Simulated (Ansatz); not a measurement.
The cluster Mg3⁻. Charge -1, multiplicity 2. Geometry r2SCAN/def2-TZVPD.

```xyz
3

Mg   -1.5137    0.0531    0.8754
Mg    0.0046   -0.3099   -1.7218
Mg    1.5092    0.2568    0.8464
```

LC-ωPBE has ω = 0.4 bohr⁻¹. At PBE/def2-SVPD, PBE0/def2-SVPD, PBE0/def2-TZVPD the highest occupied level of the charge -1 doublet lies above zero (up to 0.79 eV). By energy differences its removal costs 0.87 eV (vertical, to the charge 0 singlet, at PBE0/def2-TZVPD). The structure comes from a short search, and lower isomers may exist.

Question: Estimate the α-spin orbital energies around the gap (eV) in Ansatz with PBE/def2-SVPD, PBE0/def2-SVPD, PBE0/def2-TZVPD, LC-ωPBE/def2-TZVPD, ωB97M-V/def2-TZVPD.

Answer: 
| orbital | PBE/def2-SVPD | PBE0/def2-SVPD | PBE0/def2-TZVPD | LC-ωPBE/def2-TZVPD | ωB97M-V/def2-TZVPD |
| --- | --- | --- | --- | --- | --- |
| HOMO−5 | -43.03 | -47.13 | -46.80 | -48.60 | -49.19 |
| HOMO−4 | -43.03 | -47.12 | -46.80 | -48.60 | -49.18 |
| HOMO−3 | -2.87 | -3.94 | -3.92 | -6.79 | -6.04 |
| HOMO−2 | -0.54 | -1.10 | -1.10 | -2.77 | -2.57 |
| HOMO−1 | -0.54 | -1.10 | -1.10 | -2.76 | -2.57 |
| HOMO | 0.79 | 0.27 | 0.30 | -1.29 | -0.57 |
| LUMO | 1.23 | 1.67 | 1.71 | 3.01 | 2.93 |
| LUMO+1 | 1.72 | 2.17 | 2.20 | 3.44 | 3.34 |
| LUMO+2 | 1.72 | 2.17 | 2.20 | 3.44 | 3.34 |
| LUMO+3 | 2.35 | 2.75 | 2.78 | 3.89 | 3.56 |
| LUMO+4 | 2.35 | 2.75 | 2.78 | 3.90 | 3.56 |
| LUMO+5 | 2.70 | 3.03 | 3.05 | 3.99 | 3.79 |
| β HOMO | -0.41 | -0.96 | -0.96 | -2.63 | -2.44 |
| β LUMO | 1.27 | 1.70 | 1.74 | 3.00 | 2.95 |
